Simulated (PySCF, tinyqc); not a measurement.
RHF in the sto-6g basis, for BH, spin multiplicity 1, step by step. This run ends on a higher stationary point, not on the lowest solution. The lowest restricted solution is unstable here: a spin-polarised one lies 0.0093 hartree lower (PySCF). Computed by tinyqc, a small Python program that keeps every step (integrals from PySCF). Settings: charge = 0, multiplicity = 1, basis = sto-6g, energy threshold = 1e-08, iteration cap = 69, orthogonalisation = symmetric, start = Wolfsberg-Helmholz matrix, DIIS depth = 8, method = RHF. Command: `OMP_NUM_THREADS=1 python tinyqc.py 29701 29702 out.jsonl` (the two numbers bound the seeds that draw the settings). One thread of a shared host (Intel(R) Xeon(R) Processor @ 2.60GHz), about 0.07 s of CPU time with the checks.

Geometry (angstrom):
```
atom        x        y        z
B     0.00000  0.00000  0.00000
H     0.00000  0.00000  1.40800
```

Stop when the energy changes by less than 1e-08 hartree and every element of the error matrix X^T (F D S - S D F) X is below 3e-05.

Course of the cycle:
```
iteration  E (hartree)     change  largest element of the error matrix
1          -24.5410924          -                             3.14e-01
2          -24.6550394  -1.14e-01                             9.08e-02
3          -24.6835306  -2.85e-02                             3.86e-02
4          -24.6877443  -4.21e-03                             7.67e-03
5          -24.6877935  -4.92e-05                             2.56e-03
6          -24.6878068  -1.33e-05                             1.45e-04
7          -24.6878069  -4.20e-08                             1.07e-05
8          -24.6878069  -2.18e-10                             1.66e-07
```

Can the last value be used, and what does the course show?

No, though the log alone does not show it. Converged in 8 iterations. But the solution lies 0.29685 hartree above the reference: it is another stationary point, not the lowest restricted one. Reruns (cap 100 unless said): damping 0.5: converged in 28 to a higher stationary point; level shift 0.5: converged in 23 to a higher stationary point; atomic densities as start, DIIS 8: converged in 7. PySCF RHF in the same basis = -24.9846618 hartree.
